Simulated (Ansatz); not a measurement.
## Ansatz (development build ahead of 0.2.0) run

```yaml
crystal:
  periodic: [false, false, false]
  atoms:
    - { symbol: Mg, position_ang: [0.0, 0.0, 0.0] }
    - { symbol: O, position_ang: [0.0, 0.0, 1.811] }
basis:
  gaussian: { orbitals: def2-SVP }
total_charge: 1
magnetization:
  spin_polarized: true
  initial_magnetization: 1
hamiltonian:
  xc: hf
correlation:
  method: mp2
  frozen_orbitals: { Mg: 1, O: 1 }
scf:
  omitted_lower_state_checks: [starts, atomic_configurations, cluster_reference, orbital_swaps, given_window_search, neighbouring_geometries, increment]
```

The input is written out in the form of the current development build from the run's settings.

The run gave:

```yaml
Converged: yes
Reference_energy: -274.02093 hartree
Correlation_energy: -0.16407 hartree
Total_energy: -274.18500 hartree
Spin_squared_of_the_determinant: 0.767
Stability_test: minimum
Occupied_orbitals_by_symmetry_in_an_Abelian_subgroup_alpha;_beta: 6 A1 2 B1 2 B2; 6 A1 2 B1 1 B2
```

Messages of the program:
```
mean field -7456.48939948 eV, -274.0209312410 hartree, gradient 2.4e-6 eV, S^2 0.766896; 0 other ends of a descent, 0 dependent functions left out
```
